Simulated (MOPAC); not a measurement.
MOPAC input (PM6):

```
PM6 1SCF GEO-OK AUX(PRECISION=9) THREADS=1
CH3Cl

C     0.00819413 1    0.01326082 1   -1.13371283 1
Cl   -0.00477402 1   -0.00772595 1    0.66051769 1
H     0.01747178 1    1.04777215 1   -1.46340501 1
H     0.89974992 1   -0.50396843 1   -1.47517859 1
H    -0.88522815 1   -0.49202752 1   -1.48794019 1
```

Q: What heat of formation does the run end on, and which ionisation energy by Koopmans theorem?

A: -14.91 kcal/mol; 10.74 eV.
